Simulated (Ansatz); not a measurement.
Reaction (isomerisation): `CC=C=CN` → `C=NC(=C)C`

Program: Ansatz. Geometries: PBE0-D4/def2-TZVP. ΔE: electronic, gas phase. CCSD(T)/CBS adds triple-zeta CCSD(T) − MP2 to the extrapolated MP2 energy (def2 sets, frozen cores). DFT in def2-TZVPP. B3LYP here is the variant with VWN-RPA as its local correlation; programs differ in this. One conformer a species, not always the lowest.

`CC=C=CN`:

```xyz
12

C    -1.832    0.688    0.857
C    -0.335    0.749    0.868
C     0.446    0.274   -0.061
C     1.269   -0.171   -0.975
N     1.920   -1.409   -0.980
H    -2.206    0.152    1.735
H    -2.260    1.694    0.894
H    -2.200    0.187   -0.039
H     0.118    1.238    1.733
H     1.552    0.485   -1.796
H     2.007   -1.812   -1.901
H     1.521   -2.074   -0.334
```

`C=NC(=C)C`:

```xyz
12

C     0.637    1.016    1.622
N     0.012    1.096    0.531
C    -0.020   -0.009   -0.328
C     1.095   -0.577   -0.792
C    -1.398   -0.411   -0.738
H     0.698    1.893    2.266
H     1.129    0.095    1.958
H     1.048   -1.382   -1.513
H     2.072   -0.209   -0.504
H    -1.919    0.441   -1.183
H    -1.982   -0.722    0.133
H    -1.372   -1.231   -1.454
```

CCSD(T)/CBS gives -11.3 kcal/mol.

(1) Another level gave -8.6 kcal/mol. Which?
A. MP2/def2-TZVPP
B. B3LYP/def2-TZVPP
C. B2PLYP/def2-TZVPP
D. PBE/def2-TZVPP

Largest T1 diagnostic among the species: 0.012.

Results:

(1) B. B3LYP -8.6, MP2/def2-TZVPP -12.0, B2PLYP -10.3, PBE -7.5 kcal/mol.

The D4 term adds −1.2 kcal/mol with B3LYP and −0.6 kcal/mol with PBE0; it sums over pairs of atoms, weighted by their polarisabilities, and B3LYP, whose exchange is more repulsive, gets the larger term.
